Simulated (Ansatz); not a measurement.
Basis-set extrapolation for `[Al]=[S]` radical (PBE0-D4/def2-TZVP geometry, frozen core, the Gaussian-basis code of Ansatz). Multiplicity 2, UHF reference.

```csv
,cc-pV(T+d)Z,cc-pV(Q+d)Z
HF,-639.480852,-639.486038
MP2 correlation,-0.216075,-0.234915
CCSD(T) correlation,-0.249909,-0.267634
```

Energies in hartree. Use E(X) = E(∞) + A·exp(−5.46·√X) for Hartree–Fock and E(X) = E(∞) + B·X^(−3.05) for correlation, with X = 3 and 4.

**Question.** What is the CCSD(T) energy at the basis-set limit?

**Answer.** HF limit: -639.486038 + (-0.005186) × 0.30130 = -639.48760. Correlation limit: -0.267634 + (-0.017725) × 0.71189 = -0.28025. Total: -639.76785 hartree, 23.3 kcal/mol below CCSD(T)/cc-pV(T+d)Z.
